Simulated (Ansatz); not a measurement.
**1T (CdI2-type) PtSe2**

Computed with r²SCAN in Ansatz (PAW).

Settings: plane-wave cutoff 500 eV, 12×12×8 k mesh (along the axes of the cell as run), Fermi–Dirac smearing 0.05 eV, scalar-relativistic PAW data made under PBE.

Cell (relaxed at this level):

```cif
data_PtSe2
_chemical_formula_sum 'Pt1 Se2'
_space_group_name_H-M_alt 'P 1'
_space_group_IT_number 1
_cell_length_a 3.71712
_cell_length_b 3.71712
_cell_length_c 5.82992
_cell_angle_alpha 90.000
_cell_angle_beta 90.000
_cell_angle_gamma 120.000
loop_
_space_group_symop_operation_xyz
  'x, y, z'
loop_
_atom_site_label
_atom_site_type_symbol
_atom_site_fract_x
_atom_site_fract_y
_atom_site_fract_z
_atom_site_occupancy
Pt1 Pt 0.00000 0.00000 0.00000 1
Se1 Se 0.33333 0.66667 0.22494 1
Se2 Se 0.66667 0.33333 0.77506 1
```

```
Quantity                             Value
---------------------------  -------------
equilibrium volume per atom  23.25 Å³/atom
lattice parameter a                3.717 Å
lattice parameter c                5.830 Å
```

Measured, for comparison: lattice constant a 3.727 Å (temperature not stated, no zero-point or thermal correction; as tabulated in Björkman (2014), arXiv:1406.2436); lattice parameter c 5.074 Å (temperature not stated, zero-point anharmonic expansion removed (computed with revB86b-DF2); no thermal correction; as tabulated in Björkman (2014), arXiv:1406.2436). Computed (rounded) less measured: lattice constant a -0.3 %, lattice parameter c +14.9 %.

Note: the cell comes from a level without a dispersion term, which matters for the spacing of layers, chains or molecules; the cell has widely spaced layers and the level no dispersion term, so their spacing and the moduli can rest on weak binding.

Spin–orbit coupling is not included.

Static lattice: no zero-point or thermal effects.

Ansatz is a quantum-chemistry and plane-wave program.
